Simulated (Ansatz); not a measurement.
A run of Ansatz (development build ahead of 0.2.0) on triplet NF3 at this shape:

```xyz
4

N     0.1311    0.3511   -0.2789
F    -0.9673    0.5782    0.4760
F     1.0414   -0.0412    0.6406
F    -0.1761   -0.8101   -0.8997
```

Its results:

| Property | Result |
| --- | --- |
| Converged | yes |
| Total energy | -351.98482 hartree |
| Spin squared of the determinant | 2.031 |
| Stability test | minimum |

Forces (eV/Å):
| atom | Fx | Fy | Fz |
| --- | --- | --- | --- |
| N1 | 3.351 | 14.127 | 12.245 |
| F2 | 0.466 | 0.181 | -2.177 |
| F3 | 0.045 | 0.309 | -2.212 |
| F4 | -3.863 | -14.617 | -7.856 |

Problem. Which input gives this output? Name the method, the orbitals and the basis set, and write the input.

Solution. UHF in def2-SVP.

```yaml
crystal:
  periodic: [false, false, false]
  atoms:
    - { symbol: "N", position_ang: [0.1311, 0.3511, -0.2789] }
    - { symbol: F, position_ang: [-0.9673, 0.5782, 0.476] }
    - { symbol: F, position_ang: [1.0414, -0.0412, 0.6406] }
    - { symbol: F, position_ang: [-0.1761, -0.8101, -0.8997] }
basis:
  gaussian: { orbitals: def2-SVP }
magnetization:
  spin_polarized: true
  initial_magnetization: 2
hamiltonian:
  xc: hf
output:
  forces: true
```

Caution: another spin multiplicity may lie lower; the determinant breaks the point group.
